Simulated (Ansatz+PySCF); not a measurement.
Two shapes of doublet ClO2.

Shape 1:

```xyz
3

Cl    0.0000    0.1376   -1.7237
O     0.0000   -0.5041    0.4531
O     0.0000    0.3665    1.2706
```

Shape 2:

```xyz
3

Cl    0.0000    0.1470   -1.7557
O     0.0000   -0.5088    0.4691
O     0.0000    0.3618    1.2866
```

Basis set: cc-pVTZ on O; cc-pV(T+d)Z on Cl (spherical functions). Left uncorrelated: 7 orbitals. Correlation on ROHF uses semicanonical orbitals with singles. Charge 0, multiplicity 2.

Computed with Ansatz (development build ahead of 0.2.0); each method stands on the lowest determinant of its kind that the runs found.

Task: Which shape is lower in energy, and by how much in each method?

Result:

```json
{"method": "ROHF", "E(2) − E(1) (eV)": "-0.080"}
{"method": "UHF", "E(2) − E(1) (eV)": "-0.070"}
{"method": "ROHF-MP2", "E(2) − E(1) (eV)": "-0.035"}
{"method": "UHF-CCSD", "E(2) − E(1) (eV)": "-0.029"}
{"method": "UHF-CCSD(T)", "E(2) − E(1) (eV)": "-0.016"}
```

Shape 2 is lower. Caution for ROHF, ROHF-MP2: an unrestricted determinant lies well below. Caution for UHF, UHF-CCSD, UHF-CCSD(T): the unrestricted determinant is a mixture of spin states. Caution for ROHF-MP2: forces differ strongly between restricted and unrestricted references; a plain start can end on a higher determinant; another reference gives a lower total.
